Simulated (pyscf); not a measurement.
Single points on ωB97X-D3(BJ)/def2-SVP structures (PySCF, gas phase).

HO–Ti(OH)(OH)–O–SiH₃ + HCl → HO–SiH₃ + HO–Ti(OH)(OH)–Cl
Surface: singlet. Broken: O–Ti, Cl–H. Formed: H–O, Cl–Ti. Give ΔE‡ and ΔE from ωB97M-D3(BJ)/def2-TZVP, relative to the separated reactants.

ΔE‡ = 3.7 kcal/mol, ΔE = -2.8 kcal/mol. Zero-point energy shifts the barrier by +0.5 kcal/mol. It is a four-centre exchange, with an imaginary mode of 637i cm⁻¹. On the reactant side the descent ends in a complex, 6.3 kcal/mol under the separated species and 6.9 kcal/mol under the saddle at ωB97X-D3(BJ)/def2-TZVP. On the product side the descent ends in an adduct with a O–Ti contact (not fully relaxed), 12.5 kcal/mol under the separated species and 16.7 kcal/mol under the saddle at ωB97X-D3(BJ)/def2-TZVP. What is counted as broken (O–Ti) persists as a longer contact in the product adduct; parting that adduct is a step of its own. At ωB97X-D3(BJ) the barrier from the zero used here is 0.6 kcal/mol. One saddle was located; it need not be the lowest between these sides.
